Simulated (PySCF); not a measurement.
PySCF input (r2SCAN/def2-SVP):

```python
import numpy as np, basis_set_exchange as bse
from pyscf import gto, scf, dft, df

basis = {'C': gto.basis.parse(bse.get_basis('def2-SVP', elements=['C'], fmt='nwchem')), 'H': gto.basis.parse(bse.get_basis('def2-SVP', elements=['H'], fmt='nwchem'))}
mol = gto.M(
    atom='''
    C    -0.00121882   -0.00583875    0.66227812
    C     0.00121882    0.00583875   -0.66227812
    H     0.01665750    0.91035156    1.24013365
    H    -0.02119201   -0.93207417    1.22382087
    H     0.02119201    0.93207417   -1.22382087
    H    -0.01665750   -0.91035156   -1.24013365
    ''',
    basis=basis,
    charge=0,
    verbose=4,
    max_memory=8640,
)
mf = dft.RKS(mol, xc='r2scan')
mf.grids.level = 4
mf.conv_tol = 1e-9
mf.max_cycle = 100
print('smallest overlap eigenvalue', np.linalg.eigvalsh(mol.intor('int1e_ovlp'))[0])
mf.kernel()
dip = mf.dip_moment()
```

Output:

```
PySCF version 2.14.0

[INPUT] verbose = 4
[INPUT] num. atoms = 6
[INPUT] num. electrons = 16
[INPUT] charge = 0
[INPUT] spin (= nelec alpha-beta = 2S) = 0
[INPUT] symmetry False subgroup None
[INPUT] Mole.unit = angstrom
[INPUT] Symbol           X                Y                Z      unit          X                Y                Z       unit  Magmom
[INPUT]  1 C     -0.001218820000  -0.005838750000   0.662278120000 AA   -0.002303235995  -0.011033638410   1.251524265092 Bohr   0.0
[INPUT]  2 C      0.001218820000   0.005838750000  -0.662278120000 AA    0.002303235995   0.011033638410  -1.251524265092 Bohr   0.0
[INPUT]  3 H      0.016657500000   0.910351560000   1.240133650000 AA    0.031478112920   1.720315125471   2.343512956357 Bohr   0.0
[INPUT]  4 H     -0.021192010000  -0.932074170000   1.223820870000 AA   -0.040047094929  -1.761364909081   2.312686269827 Bohr   0.0
[INPUT]  5 H      0.021192010000   0.932074170000  -1.223820870000 AA    0.040047094929   1.761364909081  -2.312686269827 Bohr   0.0
[INPUT]  6 H     -0.016657500000  -0.910351560000  -1.240133650000 AA   -0.031478112920  -1.720315125471  -2.343512956357 Bohr   0.0

nuclear repulsion = 33.4817421329016
number of shells = 24
number of NR pGTOs = 76
number of NR cGTOs = 48
basis = {'C': [[0, [1238.4016938, 0.0054568832082], [186.29004992, 0.040638409211], [42.251176346, 0.18025593888], [11.676557932, 0.46315121755], [3.5930506482, 0.44087173314]], [0, [0.40245147363, 1.0]], [0, [0.13090182668, 1.0]], [1, [9.4680970621, 0.038387871728], [2.0103545142, 0.21117025112], [0.54771004707, 0.51328172114]], [1, [0.15268613795, 1.0]], [2, [0.8, 1.0]]], 'H': [[0, [13.010701, 0.019682158], [1.9622572, 0.13796524], [0.44453796, 0.47831935]], [0, [0.12194962, 1.0]], [1, [0.8, 1.0]]]}
ecp = {}
smallest overlap eigenvalue 0.003837981000601399

******** <class 'pyscf.dft.rks.RKS'> ********
method = RKS
initial guess = minao
damping factor = 0
level_shift factor = 0
DIIS = <class 'pyscf.scf.diis.CDIIS'>
diis_start_cycle = 1
diis_space = 8
diis_damp = 0
SCF conv_tol = 1e-09
SCF conv_tol_grad = None
SCF max_cycles = 100
direct_scf = True
direct_scf_tol = 1e-13
XC library pyscf.dft.libxc version 7.1.2
    S. Lehtola, C. Steigemann, M. J. T. Oliveira, and M. A. L. Marques,  SoftwareX 7, 1–5 (2018)
XC functionals = r2scan
    J. W. Furness, A. D. Kaplan, J. Ning, J. P. Perdew, and J. Sun,  J. Phys. Chem. Lett. 11, 8208–8215 (2020)
    J. W. Furness, A. D. Kaplan, J. Ning, J. P. Perdew, and J. Sun,  J. Phys. Chem. Lett. 11, 9248–9248 (2020)
    J. W. Furness, A. D. Kaplan, J. Ning, J. P. Perdew, and J. Sun,  J. Phys. Chem. Lett. 11, 8208–8215 (2020)
    J. W. Furness, A. D. Kaplan, J. Ning, J. P. Perdew, and J. Sun,  J. Phys. Chem. Lett. 11, 9248–9248 (2020)
radial grids:
    Treutler-Ahlrichs [JCP 102, 346 (1995); DOI:10.1063/1.469408] (M4) radial grids

becke partition: Becke, JCP 88, 2547 (1988); DOI:10.1063/1.454033
pruning grids: <function nwchem_prune>
grids dens level: 4
symmetrized grids: False
atomic radii adjust function: <function treutler_atomic_radii_adjust>
small_rho_cutoff = 0
Set gradient conv threshold to 3.16228e-05
Initial guess from minao.
tot grids = 120048
init E= -78.4109223658294
  HOMO = -0.337046866892212  LUMO = -0.0950767809022399  gap/eV = 6.58434
cycle= 1 E= -78.4438996394916  delta_E= -0.033  |g|= 0.298  |ddm|= 2.29
  HOMO = -0.184425361923682  LUMO = 0.0407086005886366  gap/eV = 6.12621
cycle= 2 E= -78.4362136677638  delta_E= 0.00769  |g|= 0.348  |ddm|= 0.594
  HOMO = -0.251861282582822  LUMO = -0.0161025599643123  gap/eV = 6.41532
cycle= 3 E= -78.4703781504441  delta_E= -0.0342  |g|= 0.00258  |ddm|= 0.319
  HOMO = -0.252946951347001  LUMO = -0.0173912868361619  gap/eV = 6.40980
cycle= 4 E= -78.4703802078643  delta_E= -2.06e-06  |g|= 0.000618  |ddm|= 0.00703
  HOMO = -0.253026035438768  LUMO = -0.0174042561801535  gap/eV = 6.41160
cycle= 5 E= -78.4703803022468  delta_E= -9.44e-08  |g|= 0.000144  |ddm|= 0.00105
  HOMO = -0.253057340424899  LUMO = -0.0174415696389678  gap/eV = 6.41143
cycle= 6 E= -78.4703803078845  delta_E= -5.64e-09  |g|= 7.83e-06  |ddm|= 0.000147
  HOMO = -0.253059591794884  LUMO = -0.0174434080789463  gap/eV = 6.41144
cycle= 7 E= -78.4703803079001  delta_E= -1.56e-11  |g|= 3.18e-07  |ddm|= 1.71e-05
  HOMO = -0.253059606634821  LUMO = -0.0174434253004723  gap/eV = 6.41144
Extra cycle  E= -78.4703803079006  delta_E= -4.41e-13  |g|= 5.79e-08  |ddm|= 1.46e-06
converged SCF energy = -78.4703803079006
Dipole moment(X, Y, Z, Debye):  0.00000,  0.00000, -0.00000
```
